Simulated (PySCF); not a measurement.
**Calculated properties of `O=C(O)/C=C\F`**

Species: C₃H₃FO₂.
Geometry (GFN2-xTB, Å), atoms numbered from 1 in this order:
```xyz
9
C3H3FO2 angstrom
O      1.6427   -1.4231   -0.0576
C      0.9273   -0.4655   -0.2092
O      1.3820    0.7890   -0.1824
C     -0.5283   -0.5713   -0.4412
C     -1.3756    0.4354   -0.6169
F     -1.0305    1.7152   -0.6111
H      2.3391    0.7985   -0.0279
H     -0.9052   -1.5810   -0.4630
H     -2.4379    0.3089   -0.7847
```

Structural features include: carboxylic acid, C=C double bond and C–F bond.

**GFN2-xTB geometry**

| Property | Result |
| --- | --- |
| Point group of the GFN2-xTB geometry | Cs |
| Rotational constants A, B, C of the GFN2-xTB geometry | 8.461, 2.626, 2.004 GHz |

From wB97X-D/def2-SVPD ground state and vertical TDDFT (core frozen in the response) (PySCF):

| Property | Result |
| --- | --- |
| Dipole moment | 1.87 D |
| HOMO energy | -10.27 eV |
| LUMO energy | 0.25 eV |
| HOMO–LUMO gap | 10.52 eV |
| Lowest singlet excitation | 5.21 eV (238 nm, f = 0.000) |
| Strongest line among the 8 lowest singlet transitions | S2 at 6.57 eV (189 nm, f = 0.417) |
| Lowest triplet excitation (Tamm–Dancoff) | 4.06 eV |
| Static isotropic polarisability | 46.2 au |
| Electronic spatial extent ⟨r²⟩ about the centre of nuclear charge | 547 bohr² |

Monoisotopic mass (most abundant isotopes): 90.0117 u.

In wavenumbers S1 is 42000 cm⁻¹ (1 eV = 8065.54 cm⁻¹). No computed singlet falls in the visible range (750 to 380 nm, 1.65 to 3.26 eV); S1 lies 1.95 eV above its blue end. The polarisability is 6.84 Å³ as a volume (1 au = 0.148185 Å³), or 1.00 au for each of the 46 electrons. With B = h/(8π²I), that is 505.379 GHz u Å² over I, the principal moments of inertia are 59.7, 192.5 and 252.2 u Å² (most abundant isotopes). The largest Löwdin shares of the HOMO are 0.35 on C4, 0.27 on C5, 0.14 on F6 and 0.12 on O1. The principal polarisabilities are 30.3, 44.9 and 63.2 au; their mean is the isotropic value. S1 lies 5.31 eV below the HOMO–LUMO gap; its leading configuration is HOMO−1→LUMO, weight 0.93. A dipole of 1.87 D is allowed in Cs, and pure rotational transitions are dipole-allowed.

Isolated species at its GFN2-xTB geometry (one conformer only).
